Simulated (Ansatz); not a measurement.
Cartesian coordinates in Å:
```
F 1.1749 -2.0188 0.0080
C 0.5462 -0.8679 -0.0598
C 0.1366 -0.0464 -1.0263
C -0.4032 0.8374 0.0752
N 0.1907 -0.1228 1.0662
H 0.2737 0.0488 -2.0889
H -1.4914 0.8939 0.1497
H 0.0397 1.8308 0.1678
H -0.4671 -0.5550 1.7081
```

Charge 0, multiplicity 1.

(1) List the r2SCAN/def2-TZVPP orbital energies in eV (Ansatz). (Estimate.)

## Answers

(1) The calculation gave: Occupied: -667.14, -385.84, -276.04, -274.33, -272.86, -32.97, -25.64, -19.34, -17.50, -14.91, -14.25, -12.68, -12.48, -11.40, -10.13, -9.69, -9.41, -7.40, -5.50. Lowest empty: 0.26, 1.13, 2.04, 2.58, 2.93, 3.10, 3.56, 4.25.
